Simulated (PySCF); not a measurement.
**Basis set benchmark on one molecule**

Molecule: `C[PH](C)=O`, C$_{2}$H$_{7}$OP.

Molfile (atoms numbered from 1):
```
C2H7OP
     RDKit          3D

 11 10  0  0  0  0  0  0  0  0999 V2000
   -1.3996    0.3260    0.2732 C   0  0  0  0  0  0  0  0  0  0  0  0
    0.3449    0.7003   -0.0601 P   0  0  0  0  0  5  0  0  0  0  0  0
    1.1613   -0.9147   -0.2021 C   0  0  0  0  0  0  0  0  0  0  0  0
    0.9807    1.6501    0.9022 O   0  0  0  0  0  0  0  0  0  0  0  0
   -1.8275   -0.3420   -0.4891 H   0  0  0  0  0  0  0  0  0  0  0  0
   -1.9620    1.2704    0.2938 H   0  0  0  0  0  0  0  0  0  0  0  0
   -1.4774   -0.1450    1.2644 H   0  0  0  0  0  0  0  0  0  0  0  0
    0.3034    1.1346   -1.4233 H   0  0  0  0  0  0  0  0  0  0  0  0
    2.2121   -0.7555   -0.4829 H   0  0  0  0  0  0  0  0  0  0  0  0
    1.1363   -1.4119    0.7791 H   0  0  0  0  0  0  0  0  0  0  0  0
    0.6728   -1.5540   -0.9527 H   0  0  0  0  0  0  0  0  0  0  0  0
  1  2  1  0
  2  3  1  0
  2  4  2  0
  1  5  1  0
  1  6  1  0
  1  7  1  0
  2  8  1  0
  3  9  1  0
  3 10  1  0
  3 11  1  0
M  END
```

Geometry PBE0-D3(BJ)/def2-SVP throughout; GIAO in PySCF, gas phase, one conformer, non-relativistic; equivalent atoms averaged; functional PBE0.

Reference values (measured; solution, CH3OH; S. K. Latypov et al., Phys. Chem. Chem. Phys. 2015 (author manuscript)): δ(P2) = 20.5 ppm vs 85 % H3PO4. Computed shifts are taken against H3PO4, calculated as an isolated molecule at each level.

How do the basis sets STO-3G, 6-31G, 6-31G*, def2-SVP, 6-311+G(2d,p), def2-TZVP perform against the reference? Times are CPU seconds on 1 thread of an Arm Neoverse V1, shared host.

Results:


```csv
basis set,functions,P2,abs. error P,core-s
STO-3G,31,-112.9,133.4,2.3
6-31G,54,-63.7,84.2,4.3
6-31G*,74,-6.3,26.8,5.4
def2-SVP,95,-13.3,33.8,6.8
"6-311+G(2d,p)",158,-15.0,35.5,14
def2-TZVP,172,-11.2,31.7,18
```

For ³¹P the closest is 6-31G* (26.8 ppm) and the furthest STO-3G (133.4 ppm). Where a smaller basis beats a larger one, errors probably cancel. One molecule is a small sample, and vibrational and solvent effects are absent from the calculation.

A small basis that lands close on one nucleus may do so by chance; judge by the trend and by all nuclei.
